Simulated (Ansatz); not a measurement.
**Worked example: correlation energy of PH3, triplet**

Geometry: that of the PH3⁻, doublet, kept fixed. The singlet lies 6.0 eV lower here.

```xyz
4

P     0.0018    0.0023   -0.0694
H     1.1903   -0.0146    0.7416
H    -0.6305    1.0185    0.7295
H    -0.6136   -1.0738    0.6614
```

Basis aug-cc-pVTZ; Ansatz 0.2.0. Only valence electrons are correlated (noble-gas cores frozen), which leaves 8 electrons in 114 orbitals. R marks a restricted (for open shells ROHF) determinant, U an unrestricted one.

Full CI isn't at hand for all of this; UCCSDT(Q) serves as the reference, and is uncertain by about the last step of the cluster series.

Runs differ by some tens of microhartree through their thresholds and, for an open shell, their frozen cores, so steps under 0.03 kcal/mol mean nothing.

```csv
level,total energy (hartree)
UHF,-342.291456
UMP2,-342.440786
UCCSD,-342.470022
UCCSD(T),-342.476242
UCCSDT,-342.477551
UCCSDT(Q),-342.477794
```

Question: What is the correlation energy at UCCSDT(Q), and what share of it do UMP2 and UCCSD recover?

Answer: E(corr) = -342.477794 − (-342.291456) = -0.186338 hartree = -5.071 eV. UMP2: -0.149330 / -0.186338 = 80.14 %. UCCSD: -0.178566 / -0.186338 = 95.83 %.

Question: By how many kcal/mol does UCCSD(T) miss UCCSDT(Q) (1 hartree = 627.509 kcal/mol), and which steps make up the rest?

Answer: -342.476242 − (-342.477794) = 0.001552 hartree = 0.97 kcal/mol. Steps: UCCSDT − UCCSD(T) = -0.82, UCCSDT(Q) − UCCSDT = -0.15 kcal/mol. Differences between like states or geometries often cancel part of this.
